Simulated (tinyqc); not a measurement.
Geometry optimisation on the RHF/sto-6g surface (energies and gradients from PySCF), for H3O+, spin multiplicity 1, step by step. One step of it, computed by the program tinyqc.

Problem. Step 2: move. Quasi-Newton step p = -H^(-1) g (the inverse Hessian comes from BFGS updates; coordinates in the order x, y, z of each atom); steps longer than 0.3 bohr are cut back.

positions after step 1 (bohr):
```
            x          y          z
1O  -0.098468  -0.130672   0.470029
2H   1.815813   0.029905   0.010175
3H  -0.945646   1.685397  -0.033962
4H  -0.881304  -1.482585   0.071543
```

gradient (hartree/bohr):
```
              x            y            z
1O  -0.15325610  -0.32139873  -0.02795654
2H   0.05598463   0.02268479  -0.01547787
3H  -0.02325738   0.08971761  -0.02453471
4H   0.12052886   0.20899633   0.06796912
```

inverse Hessian in use (bohr^2/hartree), lower triangle:
```
            1          2          3          4          5          6          7          8
1    6.043536
2   -1.468080   3.483641
3   -0.042871  -0.222036   6.716845
4    0.328509   0.601502   0.098301   6.601342
5    0.105788   0.226065   0.017448  -0.041279   6.650654
6   -0.083759  -0.161730  -0.021391   0.021889   0.011228   6.660005
7   -0.172583  -0.273223  -0.070420   0.007564   0.018092  -0.005976   6.683386
8    0.440576   0.908421   0.087184  -0.151232  -0.063909   0.042490   0.059349   6.416045
9   -0.143101  -0.263043  -0.042371   0.029097   0.018068  -0.009667  -0.003790   0.066359
10   0.467204   1.139801   0.014990  -0.270748  -0.082600   0.067846   0.148301  -0.348693
11   0.921716   2.048540   0.117404  -0.408991  -0.146143   0.108011   0.195782  -0.593890
12   0.269731   0.646809   0.013584  -0.149286  -0.046744   0.037719   0.080186  -0.196034

           9         10         11        12
9   6.653717
10  0.117795   6.321909
11  0.178617  -0.708507   5.358160
12  0.064988  -0.200630  -0.404032  6.550376
```

Give: positions after step 2.

Solution.

positions after step 2 (bohr):
```
          x        y        z
1O   0.0183   0.0127   0.5359
2H   1.8366   0.0212   0.0089
3H  -0.9770   1.6647  -0.0425
4H  -0.9875  -1.5965   0.0156
```
